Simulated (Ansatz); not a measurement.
The same path of AlFHO (4 atoms, charge 0, multiplicity 2) was run twice with different band settings. Lost on the way: Al2–H4. Made: O1–H4.

These are results of UHF/def2-SVP in Ansatz, not measurements.

Relaxed end points:

```xyz
4
Properties=species:S:1:pos:R:3
O -0.138 -1.067 1.294
Al 0.049 0.031 -0.033
F -1.123 -0.015 -1.184
H 1.268 0.991 -0.098
```

```xyz
4
Properties=species:S:1:pos:R:3
O 0.554 -0.117 0.696
Al -0.218 0.332 -0.728
F -1.625 -0.450 -1.101
H 1.345 0.175 1.113
```

Common settings: spring 5.0 eV/Å²; optimiser quadratic models (default); start path through a guess of the saddle point; force threshold 0.05 eV/Å; iteration limit 60; end points relaxed.

| run | movable images | climbing image |
| --- | --- | --- |
| 1 | 7 | yes |
| 2 | 6 | no |

What does each run give, and how far can it be trusted?

Run 1: converged after 7 iterations, highest image 2.098 eV above the first end. Neighbouring images differ by up to 1.5 eV, so the band resolves the path poorly. A vibrational analysis at the climbing image gives one clearly imaginary mode, 1942i cm⁻¹: a first-order saddle point.
Run 2: converged after 7 iterations, highest image 1.821 eV above the first end. Neighbouring images differ by up to 1.8 eV, so the band resolves the path poorly. No image climbed, so the highest image needn't sit at the top of the path.
